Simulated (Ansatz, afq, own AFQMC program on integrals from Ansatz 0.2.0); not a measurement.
Where AFQMC and coupled cluster stand for HfH, doublet

```json
{"atom": "Hf", "x (Å)": "0.0000", "y (Å)": "0.0000", "z (Å)": "0.0000"}
{"atom": "H", "x (Å)": "0.0000", "y (Å)": "0.0000", "z (Å)": "1.8316"}
```

Basis def2-TZVPP with its core potentials. Noble-gas cores (and the filled d shells of Ga–Kr and In–Xe) are frozen. Ansatz 0.2.0 and our own AFQMC program on the same integrals; the CISD trial comes from CCSD amplitudes, and released means the phaseless constraint is let go. ± is one standard error of the sampling. No spin–orbit coupling. The metal's outer-core s and p shells are frozen, which shifts wave-function levels against functionals.

Determinant: ROHF, the one that the program's search chose, which needn't be the lowest solution. The geometry is a PBE0/def2-TZVP stationary point of this or a neighbouring charge and spin state.

No full CI on the walks' own integrals is used here; CCSDT(Q) serves as the reference and is uncertain by about the last step of the cluster series.

Cautions: no spin-orbit coupling; outer-core shells of the metal frozen; higher spins were not checked; a spin-contaminated unrestricted determinant lies lower (UHF 292 meV lower, ⟨S²⟩ 1.29); the released energies are still falling, so no released level is given (meV from the phaseless value at times in 1/Eh: -14 ± 3 at 0.60, -22 ± 3 at 1.20, -21 ± 4 at 2.00, -32 ± 3 at 3.00, -40 ± 4 at 4.20), though the last usable value meets CCSDT(Q) within the noise; CCSDT(Q) on the UHF determinant differs (34 meV lower), perhaps since the unrestricted series falls towards higher spin.

The T1 diagnostic is 0.0368 and the weight of the determinant in the CISD state is 0.869. The size of the correlated space is 5 electrons in 66 orbitals.

Reference: CCSDT(Q), correlation energy -2.765 eV.

| level | E − E(reference) (kJ/mol) | share of correlation (%) |
| --- | --- | --- |
| HF | 266.8 | 0.00 |
| MP2 | 69.1 | 74.09 |
| CCSD | 14.4 | 94.60 |
| CCSD(T) | 4.1 | 98.45 |
| CCSDT | 0.5 | 99.82 |
| ph-AFQMC/HF | 20.0 ± 2.1 | 92.50 |
| ph-AFQMC/CISD | 4.5 ± 0.4 | 98.33 |

A walk keeps the symmetry of its determinant, which the program's search chose and which needn't be the lowest solution, so a lower state of the same spin and another symmetry isn't excluded.
